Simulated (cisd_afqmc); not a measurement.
Input (AFQMC/CISD/cc-pVTZ; cisd_afqmc is a phaseless AFQMC code with CISD trial states that reads the integrals written by Ansatz):

Ansatz 0.2 input:
```python
import cisd_afqmc

open("ham.yaml", "w").write("""\
crystal:
  periodic: [false, false, false]
  atoms:
    - {symbol: C, position_ang: [-0.00541272, 0.00514807, 0.86088345]}
    - {symbol: C, position_ang: [-0.00020344, -0.64634739, -0.49579893]}
    - {symbol: C, position_ang: [0.00648613, 0.64037189, -0.50345144]}
    - {symbol: H, position_ang: [0.90225350, 0.00400638, 1.46236727]}
    - {symbol: H, position_ang: [-0.92057007, 0.01341463, 1.45085018]}
    - {symbol: H, position_ang: [-0.00162276, -1.57792247, -1.03216063]}
    - {symbol: H, position_ang: [0.01471952, 1.56546606, -1.05085530]}
basis:
  gaussian:
    orbitals: cc-pVTZ
magnetization: {spin_polarized: false}
correlation: {method: ccsd, electrons: outside_noble_gas, hamiltonian_folder: ham}
""")
rep = cisd_afqmc.ansatz("ham.yaml")
e_ccsd = rep["correlation"]["coupled_cluster"]["energy"]["hartree"]
out = cisd_afqmc.run("ham", e_ccsd, trial="CISD", walkers=1000, populations=1, threads=12, dt=0.005, steps=40, early=24, settle=10, least=100,
    cut=5e-5, rank_cut=2e-4, target=0.0004, seconds=1000, seed=4, memory=62639, gpu=True)
```

Output:

```
orbitals 143, occupied [8], factors 752 of 816, rank of the doubles 384 of 1080
E(HF) = -115.865535
E(CCSD) on the cut factors = -116.373668, shift to the whole factors -0.000006
Energy of the trial state on the determinant = -116.373631
  tau behind 7.2 of longer steps, mean of the populations' last blocks
   2.0  -116.39808
   4.0  -116.39842
   6.0  -116.39950
   8.0  -116.39732
  10.0  -116.39723
  12.0  -116.39812
  14.0  -116.39745
  16.0  -116.39677
  18.0  -116.39612
  20.0  -116.39785
  22.0  -116.39977
blocks 100 (0 outliers left out), error by blocks joined: 1: 0.00020, 2: 0.00023, 4: 0.00028, 8: 0.00035
E(AFQMC/CISD) = -116.39786 +/- 0.00035
```

The error still grows at the longest joins of blocks, or few joins were possible, so the printed bar may be too narrow.
